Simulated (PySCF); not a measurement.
# CCl4: adding exact exchange

Base calculation in PySCF with density fitting and no spin–orbit coupling, PBE/def2-TZVP (no relativity): singlet, Td, C–Cl 1.782 Å (×4); wavenumbers 208 (×2), 303 (×3), 446, 717 (×3) cm⁻¹; gap between the highest occupied and lowest empty levels 4.88 eV, polar-tensor charge of C 1.40 e, atomisation energy (no zero-point energy) 1399 kJ/mol.

Task: What changes on going to PBE0/def2-TZVP (no relativity)?

Result: The point group stays the same. Changes: mean bond to C -0.019 Å, highest wavenumber +74 cm⁻¹, lowest wavenumber +11 cm⁻¹, gap between the highest occupied and lowest empty levels +2.73 eV, polar-tensor charge of C -0.07 e, atomisation energy (no zero-point energy) -65 kJ/mol. The new structure has C–Cl 1.763 Å (×4), with wavenumbers 219 (×2), 318 (×3), 473, 791 (×3) cm⁻¹. Exact exchange shortens and stiffens the bonds and opens the gap, the usual pattern.

Only the bonding shown was studied: isomers, or loss of a ligand pair, can lie lower.
